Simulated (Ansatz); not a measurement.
Ansatz (a program for electronic structure) input (B3LYP/def2-TZVPD):

Ansatz 0.2 input:
```yaml
crystal:
  periodic: [false, false, false]
  atoms:
    - {symbol: C, position_ang: [-0.00358972, 0.00080934, 0.26295365]}
    - {symbol: Cl, position_ang: [-0.00984441, 1.69003269, -0.03627790]}
    - {symbol: Cl, position_ang: [1.46912032, -0.83620564, -0.00831232]}
    - {symbol: Cl, position_ang: [-1.45800895, -0.85411270, -0.04821695]}
basis:
  gaussian:
    orbitals: def2-TZVPD
hamiltonian:
  xc: {name: B3LYP}
magnetization: {spin_polarized: true, initial_magnetization: 1}
output: {forces: true}
```

End of the output:

```
mean field: 1.27 GiB planned
mean field evaluation 1: about -38604.9414 eV, gradient 1.3e1 eV
mean field evaluation 2: about -38603.6642 eV, gradient 2.1e1 eV
mean field evaluation 4: about -38605.8156 eV, gradient 7.5e-1 eV
mean field evaluation 8: about -38605.8850 eV, gradient 4.1e-2 eV
mean field evaluation 16: about -38605.8850 eV, gradient 2.4e-5 eV
mean field -38605.88499970 eV, -1418.7401057303 hartree, gradient 2.4e-5 eV, S^2 0.754552; 0 other end points of the search recorded, 0 dependent functions left out
the calculation of the forces begins
reference -38605.88527560 eV, -1418.7401158693 hartree; 29, 28 occupied and 146, 147 virtual orbitals, 1062 factors
Total energy: -38605.88527560 eV, -1418.7401158693 hartree
Atom 0 at    -0.003590     0.000809     0.262954 Å, force     0.000354    -0.000107    -0.028411 eV/Å
Atom 1 at    -0.009844     1.690033    -0.036278 Å, force    -0.000216     0.011485     0.009432 eV/Å
Atom 2 at     1.469120    -0.836206    -0.008312 Å, force     0.009817    -0.005654     0.009621 eV/Å
Atom 3 at    -1.458009    -0.854113    -0.048217 Å, force    -0.009955    -0.005724     0.009358 eV/Å
Dipole moment:     0.000276    -0.000062    -0.020171 e Å
```

It need not be the lowest isomer of its formula.
